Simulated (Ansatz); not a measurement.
fcc Cu, treated with r²SCAN+rVV10 (PAW; Ansatz, a first-principles code).

Run with plane-wave cutoff 560 eV, 26×26×26 k mesh, Fermi–Dirac smearing 0.05 eV, no spin polarisation, scalar-relativistic PAW data made under PBE.

Cell (relaxed at this level):

```cif
data_Cu
_chemical_formula_sum 'Cu1'
_space_group_name_H-M_alt 'P 1'
_space_group_IT_number 1
_cell_length_a 2.51810
_cell_length_b 2.51810
_cell_length_c 2.51810
_cell_angle_alpha 60.000
_cell_angle_beta 60.000
_cell_angle_gamma 60.000
loop_
_space_group_symop_operation_xyz
  'x, y, z'
loop_
_atom_site_label
_atom_site_type_symbol
_atom_site_fract_x
_atom_site_fract_y
_atom_site_fract_z
_atom_site_occupancy
Cu1 Cu 0.00000 0.00000 0.00000 1
```

### Question
Estimate the bulk modulus and pressure derivative B′ of the bulk modulus that the calculation returns.

### Answer

* **bulk modulus**: 170 GPa
* **pressure derivative B′ of the bulk modulus**: 5.1

The run finds no gap.

Measured, for comparison: bulk modulus 144 GPa (0 K value with the zero-point phonon effect removed, our sources range from 140 to 145; as tabulated in Mejia-Rodriguez and Trickey (2018), arXiv:1807.09216). Computed (rounded) less measured: bulk modulus +18 % (+17 % to +21 % over the range).

The computed numbers hold no vibrational or temperature effects.
